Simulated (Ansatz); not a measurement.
# B₂HF (triplet): wave-function methods side by side at a displaced geometry (v1), cc-pVDZ

How much of the correlation energy of B₂HF (triplet) does each wave-function method recover here?

Method: cc-pVDZ, core rule «outside noble gas», up to 3 orbitals frozen; program: Ansatz 0.2.0, Gaussian basis.

To be run: UHF; CCSD(T) on ROHF; CCSD(T) on UHF; BCCD(T) on ROHF; CISD; CCSDT(Q) on ROHF; CCSDT(Q) on UHF.

28 further runs of the same task are left out: 12 that didn't finish, 16 set aside as unsound or not needed.

## (1) What is computed

The geometry is a PBE0/def2-TZVP stationary point (not a proven minimum) with its atoms shifted at random (size 0.040 Å).

4 atoms, charge 0, spin multiplicity 3.

Atoms are counted from 1 here; the program's logs count them from 0.

Bond lengths: B1–B2 1.636 Å, B2–F3 1.340 Å, B2–H4 1.203 Å. Angles: B1–B2–F3 129.2°, B1–B2–H4 114.2°, F3–B2–H4 116.6°.

## (2) UHF

The input, in.yaml:

```yaml
crystal:
  periodic: [false, false, false]
  atoms:
    - {symbol: B, position_ang: [-0.019946, -0.301029, 1.643510]}
    - {symbol: B, position_ang: [-0.020779, 0.413363, 0.171645]}
    - {symbol: F, position_ang: [0.027185, -0.149561, -1.043849]}
    - {symbol: H, position_ang: [-0.075592, 1.614148, 0.206184]}
basis:
  gaussian: {orbitals: cc-pVDZ}
magnetization: {spin_polarized: true, initial_magnetization: 2}
hamiltonian: {xc: hf}
output: {orbitals: {seedname: orbitals}}
```

On the command line:

```bash
$ ansatz run in.yaml --threads 1 --pin off --events-out ev --progress --plain --max-ram 2393MiB
```

Further steps of the session: CCSD(T) on ROHF; CCSD(T) on UHF; BCCD(T) on ROHF; CISD; CCSDT(Q) on ROHF; CCSDT(Q) on UHF.

Q: Predict the results of all the runs planned. Wanted: UCCSDT(Q) below the RHF energy; RMP2 from UCCSDT(Q); UMP2 from UCCSDT(Q); RCCSD from UCCSDT(Q); RCCSD(T) from UCCSDT(Q); UCCSD(T) from UCCSDT(Q); RCCSDT(Q) from UCCSDT(Q); T1 diagnostic.

The runs gave:

```
                         quantity                      value
   UCCSDT(Q) below the RHF energy                 -9.1588 eV
              RMP2 from UCCSDT(Q)               +95.0 kJ/mol
              UMP2 from UCCSDT(Q)               +94.2 kJ/mol
             RCCSD from UCCSDT(Q)               +25.2 kJ/mol
          RCCSD(T) from UCCSDT(Q)                +4.9 kJ/mol
          UCCSD(T) from UCCSDT(Q)                +4.9 kJ/mol
         RCCSDT(Q) from UCCSDT(Q)                +0.3 kJ/mol
levels within 1 kcal/mol (43 meV)  RCCSDT, UCCSDT, RCCSDT(Q)
                    T1 diagnostic                      0.028
```

**Reading.** RCCSD(T) misses by +4.9 kJ/mol, 0.6 % of the correlation energy. These misses are within one basis, not against nature; the frozen cores of restricted and unrestricted runs differ, which can shift their rows.
